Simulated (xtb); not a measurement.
Li₂, SMILES [Li][Li]. All values are semi-empirical tight-binding results from xtb (GFN2-xTB unless named), good for trends rather than for accurate numbers. Coordinates come from a GFN2-xTB optimisation.

Optimised geometry:

Bonded distances (Å): Li1–Li2 2.299.
Charge 0, spin multiplicity 1.

For metal compounds this method's bond lengths and energies can be far off.

```json
{
  "point_group_as_xtb_finds_it": "D∞h",
  "orbital_gap": "2.74 eV"
}
```

Computed atomic charges and the Wiberg bond orders between heavy atoms:
charges (e) Li1 0.00, Li2 0.00. Bond orders Li1–Li2 1.00.
